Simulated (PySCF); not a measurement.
**Electron affinity of Al by level of theory**

Al⁻ [Ne] 3s2 3p2 (3P) → Al [Ne] 3s2 3p1 (2P), as a difference of total energies. Computed with PySCF 2.14 in def2-TZVPPD (6s5p4d1f, 48 functions), with no relativity, point nucleus. Correlated levels: valence: [Ne] frozen; valence and next inner shell: 1s2 frozen. The calculations carry no spin-orbit coupling.

```json
{"method": "UHF", "electron affinity (eV)": "-0.278", "error (eV)": "-0.711"}
{"method": "LDA", "electron affinity (eV)": "0.212", "error (eV)": "-0.221"}
{"method": "PBE", "electron affinity (eV)": "0.190", "error (eV)": "-0.243"}
{"method": "PBE0", "electron affinity (eV)": "0.213", "error (eV)": "-0.220"}
{"method": "r2SCAN", "electron affinity (eV)": "0.303", "error (eV)": "-0.130"}
{"method": "BLYP", "electron affinity (eV)": "-0.108", "error (eV)": "-0.541"}
{"method": "wB97X", "electron affinity (eV)": "0.039", "error (eV)": "-0.394"}
{"method": "B3LYP", "electron affinity (eV)": "0.058", "error (eV)": "-0.375"}
{"method": "revPBE", "electron affinity (eV)": "0.185", "error (eV)": "-0.248"}
{"method": "MP2 (valence)", "electron affinity (eV)": "0.048", "error (eV)": "-0.385"}
{"method": "SCS-MP2 (valence)", "electron affinity (eV)": "-0.029", "error (eV)": "-0.462"}
{"method": "MP2 (valence and next inner shell)", "electron affinity (eV)": "0.026", "error (eV)": "-0.407"}
{"method": "SCS-MP2 (valence and next inner shell)", "electron affinity (eV)": "-0.047", "error (eV)": "-0.480"}
```

Reference: 0.433 eV (measured; photodetachment measurements, as compiled on the Wikipedia data page of electron affinities).

Errors of the correlated levels include the incompleteness of this basis and the frozen core.

A negative affinity means that the anion lies above the atom at that level of theory.

In the anion the highest occupied orbital energy is positive at LDA, PBE, PBE0, r2SCAN, BLYP, B3LYP, revPBE, a self-interaction effect; the basis confines that electron, and the energy difference can still be sensible.
